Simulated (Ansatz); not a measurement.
Molecule: C3H7O, charge -1, multiplicity 1. It need not be the lowest isomer of its formula. Whether it binds its extra electron was not tested at this geometry. 
Structure (B3LYP-D3(BJ)/def2-TZVP (Ansatz, an electronic-structure program) minimum search):
```xyz
11

O      0.1010     1.4162    -0.1253
C      0.0130     0.1766     0.3347
H      0.0081     0.0887     1.4746
C     -1.3047    -0.5436    -0.0971
C      1.2140    -0.7235    -0.1001
H     -1.3415    -0.5920    -1.1923
H      1.2410    -0.7765    -1.1954
H     -2.1566     0.0541     0.2394
H      2.1429    -0.2529     0.2343
H     -1.4034    -1.5624     0.3098
H      1.1679    -1.7460     0.3068
```
Charge -1, spin multiplicity 1.

Basis-set convergence of Hartree-Fock and CCSD correlation energies (hartree) with Ansatz. Correlated levels leave the core frozen unless marked. Spin-orbit coupling is left out. Non-relativistic. This anion needs diffuse functions, which these sets lack.

```tsv
basis	functions	E(HF)	E(corr, CCSD)
cc-pVDZ	91	-192.48872	-0.67848
cc-pVTZ	218	?	?
```

Some entries are withheld; supply them.


- cc-pVTZ, E(HF): -192.55678
- cc-pVTZ, E(corr, CCSD): -0.82312
